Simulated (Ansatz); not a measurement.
Steps of a relaxation of `O/C=C(/F)Cl` with RKS PBE0-D4/def2-TZVP.

```sh
$ ansatz run in.yaml --threads 2 --pin off --events-out ev --progress --plain --max-ram 4352MiB
```

```yaml
crystal:
  periodic: [false, false, false]
  atoms:
    - {symbol: O, position_ang: [0.355660, 1.378854, 0.659114]}
    - {symbol: C, position_ang: [0.566810, 0.070843, 0.383852]}
    - {symbol: C, position_ang: [-0.223258, -0.712201, -0.380513]}
    - {symbol: F, position_ang: [0.029887, -2.001001, -0.620753]}
    - {symbol: Cl, position_ang: [-1.669106, -0.097838, -1.133739]}
    - {symbol: H, position_ang: [-0.472014, 1.645689, 0.204574]}
    - {symbol: H, position_ang: [1.473221, -0.352346, 0.841865]}
basis:
  gaussian: {orbitals: def2-TZVP}
hamiltonian: {xc: pbe0, dispersion: d4}
relax: {f_tol: 0.005, max_steps: 150}
```

Positions (Å) and forces (eV/Å) along the path, 6 of 6 steps:

```xyz
7
step=1 energy=-19384.0424 eV
O     0.356    1.379    0.659   -0.603   -0.328   -0.496
C     0.567    0.071    0.384   -0.228   -0.777   -0.398
C    -0.223   -0.712   -0.381    0.282    0.750    0.423
F     0.030   -2.001   -0.621   -0.118    0.556    0.095
Cl   -1.669   -0.098   -1.134    0.588   -0.338    0.281
H    -0.472    1.646    0.205    0.590   -0.113    0.347
H     1.473   -0.352    0.842   -0.511    0.251   -0.251
7
step=2 energy=-19384.0832 eV
O     0.352    1.368    0.653   -0.205   -0.104   -0.166
C     0.562    0.066    0.379    0.002   -0.214   -0.064
C    -0.219   -0.702   -0.375   -0.148    0.269   -0.008
F     0.033   -1.984   -0.615   -0.030    0.151    0.027
Cl   -1.658   -0.103   -1.126    0.321   -0.187    0.149
H    -0.465    1.640    0.206    0.193    0.005    0.127
H     1.457   -0.353    0.833   -0.133    0.080   -0.065
7
step=3 energy=-19384.0895 eV
O     0.352    1.365    0.652   -0.003   -0.022   -0.007
C     0.559    0.064    0.377    0.049   -0.020    0.020
C    -0.222   -0.699   -0.374   -0.131    0.094   -0.063
F     0.032   -1.977   -0.613    0.034   -0.055    0.007
Cl   -1.649   -0.115   -1.126    0.041   -0.037    0.019
H    -0.460    1.647    0.212   -0.006    0.040    0.008
H     1.450   -0.353    0.826    0.016    0.001    0.016
7
step=4 energy=-19384.0901 eV
O     0.353    1.365    0.653    0.003   -0.008   -0.003
C     0.558    0.064    0.375    0.019   -0.015    0.013
C    -0.223   -0.697   -0.377   -0.058    0.052   -0.010
F     0.033   -1.977   -0.613    0.030   -0.043    0.002
Cl   -1.651   -0.121   -1.126   -0.004   -0.005   -0.009
H    -0.457    1.653    0.214   -0.004    0.018    0.004
H     1.448   -0.354    0.827    0.012    0.000    0.003
7
step=5 energy=-19384.0902 eV
O     0.355    1.365    0.655    0.005   -0.020   -0.003
C     0.556    0.064    0.375    0.004    0.006    0.005
C    -0.227   -0.697   -0.378   -0.001    0.062    0.019
F     0.039   -1.977   -0.609   -0.006   -0.048   -0.019
Cl   -1.654   -0.126   -1.131    0.003   -0.010   -0.002
H    -0.454    1.660    0.219   -0.002   -0.002   -0.002
H     1.445   -0.357    0.823   -0.001    0.012    0.002
7
step=6 energy=-19384.0903 eV
O     0.355    1.365    0.655   -0.001    0.001    0.001
C     0.556    0.064    0.375    0.001   -0.002   -0.002
C    -0.227   -0.697   -0.377    0.002    0.002   -0.004
F     0.037   -1.978   -0.611    0.001   -0.002    0.002
Cl   -1.653   -0.126   -1.131   -0.004    0.002    0.000
H    -0.454    1.659    0.219   -0.001    0.001   -0.001
H     1.447   -0.355    0.824    0.001   -0.001    0.002
```

Run time 29 s (2 threads of an Arm Neoverse V1 on a shared host); peak host memory 0.38 GiB.
